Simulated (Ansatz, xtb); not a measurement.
# FH2OSi+: 3 structures ranked

3 gas-phase structures of FH2OSi+, found in a search over its isomers (lower ones may exist). Each was relaxed with GFN2-xTB:

A. `[OH2+][Si]F`, a singlet
B. the triplet with the links of `[OH2+][Si]F`
C. `O[SiH+]F`, a singlet

**Question.** Make a reasoned guess at their ranking by r2SCAN-D4/def2-SVP//GFN2-xTB single-point energy.

**Answer.** Calculated order at r2SCAN-D4/def2-SVP//GFN2-xTB: C (0.0), A (19.2), B (301.7) kJ/mol.

Energies above the lowest of each column, in kJ/mol; the last columns are at r2SCAN-D4/def2-SVP geometries (a dash: not run or not comparable):

```tsv
structure	GFN2-xTB	HF/STO-3G	r2SCAN-D4/def2-SVP//GFN2-xTB	r2SCAN-D4/def2-SVP	CCSD(T)/def2-TZVPP
C	0.0	157.0	0.0	0.0	0.0
A	142.3	0.0	19.2	17.2	26.5
B	–	285.8	301.7	305.4	350.9
```

CCSD(T)/def2-TZVPP puts C lowest; HF/STO-3G picks A. Some further structures that were screened fall inside this span and aren't listed. Flexible structures stand in one conformer each, not always the lowest. GFN2-xTB has no spin polarisation and isn't compared across spin states. Open shells are spin-unrestricted.

Programs: Ansatz 0.2.0, xtb 6.7.1.
